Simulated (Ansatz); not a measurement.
## A ladder of methods for SiH2SF (SMILES F[SiH2][S])

SiH2SF has 5 atoms, charge 0, and is taken as a doublet. As SMILES, `F[SiH2][S]`. The shape is that of a PBE0-D4/def2-TZVP optimisation.

```csv
atom,x (Å),y (Å),z (Å)
F,-0.3243,-0.0233,1.5854
Si,0.0860,-0.0810,0.0445
S,-1.1480,1.0613,-1.2110
H,-0.0235,-1.4931,-0.3910
H,1.4597,0.4626,-0.0693
```

Quantity: the energy change with the Si2–H4 bond stretched from 1.482 to 2.964 Å, in eV. The values are calculated.

```
          level                    kind  program  value (eV)  less FCI/STO-3G  CPU time (all runs)
     UHF/STO-3G            Hartree–Fock   Ansatz        4.09            +0.25               0.84 s
U-revPBE/STO-3G                     GGA   Ansatz        3.81            -0.03                8.2 s
U-r2SCAN/STO-3G                meta-GGA   Ansatz        4.07            +0.23                 28 s
   UPBE0/STO-3G           global hybrid   Ansatz        4.27            +0.43                8.8 s
  UHSE06/STO-3G  range-separated hybrid   Ansatz        4.26            +0.42                 12 s
 RPA@PBE/STO-3G                     RPA   Ansatz        4.02            +0.18                 11 s
UCCSD(T)/STO-3G   coupled cluster or CI   Ansatz        3.90            +0.06                1.7 s
   UCCSD/STO-3G   coupled cluster or CI   Ansatz        3.98            +0.14                1.6 s
     FCI/STO-3G      exact in the basis   Ansatz        3.84             0.00                 57 s
```

FCI/STO-3G is exact within its basis and frozen core, so for wave-function methods in that basis the difference is their error; functionals converge differently with the basis, so for them it is only a difference. The first shape isn't each level's own minimum. The values span 3.81 to 4.27 eV. Spin contamination of the reference (⟨S²⟩ at least 0.1 too high) touches UHF/STO-3G, U-revPBE/STO-3G, U-r2SCAN/STO-3G, UPBE0/STO-3G, UHSE06/STO-3G, RPA@PBE/STO-3G, UCCSD(T)/STO-3G, UCCSD/STO-3G. All rows use very small basis sets, so even the best lies far from the true value. CPU times are rough (shared hosts, several kinds of processor): they show what a rung costs within a factor of a few.
